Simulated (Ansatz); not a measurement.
Saddle search on BH3Cl, doublet by partitioned rational-function steps on PBE0-D4/def2-TZVP gradients (Ansatz 0.2.0), from this start:

Cl1  (-2.223, -2.871, 0.392)
B2  (2.358, 2.687, -0.656)
H3  (-2.833, -1.744, 0.275)
H4  (-0.481, -0.492, 1.544)
H5  (3.179, 2.420, -1.554)
(Å)

```tsv
step	energy less the last (meV)	largest force (eV/Å)	curvature followed (eV/Å²)
1	6.4	0.195	-1.72
2	2.3	0.170	-1.70
3	1.0	0.063	-1.76
4	1.1	0.143	-1.81
5	0.8	0.158	-1.91
6	0.7	0.147	-2.13
7	0.1	0.061	-2.40
8	0.1	0.019	-2.36
9	0.0	0.012	-2.36
10	0.0	0.007	-2.31
```

The search ended at:

Cl1  (-2.349, -3.022, 0.293)
B2  (2.556, 2.774, -0.719)
H3  (-3.100, -1.992, 0.398)
H4  (-0.484, -0.384, 1.657)
H5  (3.377, 2.623, -1.628)
(Å)
